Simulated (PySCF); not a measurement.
# UHF/STO-3G run of OH (SMILES [OH])

Aim: the vertical electron affinity of OH at UHF/STO-3G, from 2 runs. Input form: a Python script.

Program for the calculation: PySCF 2.14.0.

2 further runs of the same task are left out: 2 set aside as unsound or not needed. Runs told in other sessions of the task aren't counted.

## Step 1: The system as given

The species is OH (2 atoms), meant as a doublet with charge 0. SMILES: `[OH]`. The shape is that of a GFN2-xTB optimisation.

Bond lengths: O1–H2 0.963 Å.

## Step 2: A single-point energy at UHF/STO-3G

The input, run.py:

```python
from pyscf import gto

molecule = gto.Mole()
molecule.atom = '''
O        0.411770      -0.131830       0.212430
H       -0.411770       0.131830      -0.212430
'''
molecule.max_memory = 1860
molecule.verbose = 3
molecule.spin = 1
molecule.basis = 'sto-3g'
molecule.build()

mf = molecule.UHF()
mf.conv_tol = 1e-10
mf.kernel()
if not mf.converged:
    mf = mf.newton().run(mf.mo_coeff, mf.mo_occ)

energy = mf.e_tot
print(f'total energy: {energy:.8f} hartree')
```

Launch:

```
$ OMP_NUM_THREADS=1 python run.py
```

The program printed:

```text
converged SCF energy = -74.3619220671964  <S^2> = 0.75313335  2S+1 = 2.0031309
total energy: -74.36192207 hartree
```

Wall time 0.74 s (1 thread of Arm Neoverse V1, shared host); peak memory 0.11 GiB.

## Step 3: The singlet anion

The input, job.py:

```python
from pyscf import gto

system = gto.Mole()
system.atom = 'O 0.411770 -0.131830 0.212430; H -0.411770 0.131830 -0.212430'
system.basis = 'sto-3g'
system.charge = -1
system.max_memory = 1860
system.verbose = 3
system.build()

mf = system.RHF()
mf.conv_tol = 1e-10
mf.kernel()
if not mf.converged:
    mf = mf.newton().run(mf.mo_coeff, mf.mo_occ)

etot = mf.e_tot
print('Final energy', etot)
```

Launch:

```
$ OMP_NUM_THREADS=1 python job.py
```

The program printed:

```text
converged SCF energy = -74.0562262021367
Final energy -74.05622620213673
```

Wall time 0.72 s (1 thread of Arm Neoverse V1, shared host); peak memory 0.12 GiB.

## Step 4: Results

Level: UHF/STO-3G.

| quantity | value |
| --- | --- |
| doublet OH: total energy | -74.36192 Eh |
| doublet OH: dipole moment | 1.29 D |
| doublet OH: HOMO energy (highest over α and β) | -10.29 eV |
| doublet OH: LUMO energy (lowest over α and β) | 9.79 eV |
| doublet OH: ⟨S²⟩ | 0.753 |
| singlet anion: total energy | -74.05623 Eh |
| singlet anion: HOMO energy | 6.86 eV |
| singlet anion: LUMO energy | 34.04 eV |
| singlet anion: HOMO–LUMO gap (to an unbound level, set by the basis) | 27.18 eV |
| vertical electron affinity (to the singlet anion) | -8.318 eV |

The anion lies 8.32 eV (192 kcal/mol) above the neutral: the electron isn't bound at this level, and such a value depends on the basis. Without diffuse functions anions come out too high. Hartree–Fock misses the correlation that binds many anions. In a minimal basis such a difference can be off by several eV, whatever the method. The HOMO (singlet anion) lies at positive energy, 6.86 eV: the electron is unbound at this level or held by a compact basis; values depend on the basis.
